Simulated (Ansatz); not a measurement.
This Ansatz (an electronic-structure program) input (CCSD(T)/cc-pCVDZ) gives -343.14964 Eh with 47 basis functions. A basis named .json is the Basis Set Exchange file of that set (core-valence sets with the plain set on hydrogen).

Ansatz 0.2 input:
```yaml
crystal:
  periodic: [false, false, false]
  atoms:
    - {symbol: P, position_ang: [0.00000000, 0.00000000, 0.00000000]}
    - {symbol: H, position_ang: [0.01153407, 1.31627200, -0.47059855]}
    - {symbol: H, position_ang: [1.13540986, -0.67067869, -0.46389931]}
    - {symbol: H, position_ang: [-1.14728752, -0.65050087, -0.46340908]}
    - {symbol: H, position_ang: [0.00034359, 0.00490756, 1.39790694]}
basis:
  gaussian:
    orbitals: cc-pCVDZ.json
total_charge: 1
magnetization: {spin_polarized: false}
correlation: {method: ccsd_t, frozen_orbitals: {H: 0, P: 1}}
```

Change:
```diff
- orbitals: cc-pCVDZ.json
+ orbitals: cc-pCVTZ.json
```

What does the run give now?

-343.29664 Eh (CCSD(T)/cc-pCVTZ, 115 functions), a change of -147.00 mEh.
